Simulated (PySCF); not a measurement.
## One molecule, a ladder of functionals, a line

Molecule: SMILES O=CF, CHFO.

Molfile (atoms numbered from 1):
```
CHFO
     RDKit          3D

  4  3  0  0  0  0  0  0  0  0999 V2000
   -0.8605   -0.8905    0.0440 O   0  0  0  0  0  0  0  0  0  0  0  0
   -0.0611   -0.0263    0.0319 C   0  0  0  0  0  0  0  0  0  0  0  0
    1.2489   -0.2467    0.0106 F   0  0  0  0  0  0  0  0  0  0  0  0
   -0.2535    1.0651    0.0368 H   0  0  0  0  0  0  0  0  0  0  0  0
  1  2  2  0
  2  3  1  0
  2  4  1  0
M  END
```

GIAO shieldings (ppm, equivalent atoms averaged) in PySCF on the PBE0-D3(BJ)/def2-SVP geometry, basis pcSseg-2, gas phase, non-relativistic:

```csv
functional,exact exchange (%),σ(C2),σ(F3)
BLYP,0,17.8,94.1
BP86,0,21.7,95.7
PBE,0,21.5,92.7
B3LYP,20,20.2,116.8
mPW1PW91,25,23.8,122.1
HF,100,34.7,188.5
```

**Question.** Fit each shielding as a line in the percentage of exact exchange.

**Answer.** σ(C2) = 19.8 + 0.15 x (rms 1.7 ppm); σ(F3) = 95.6 + 0.94 x (rms 2.1 ppm). The functionals also differ in their semilocal parts, which the line can't hold; Hartree–Fock has no correlation at all.

**Question.** What does the line predict for PBE0 (25 %), and what does the run give?

**Answer.** σ(C2): 23.6 predicted, 24.4 computed; σ(F3): 119.1 predicted, 121.0 computed ppm.
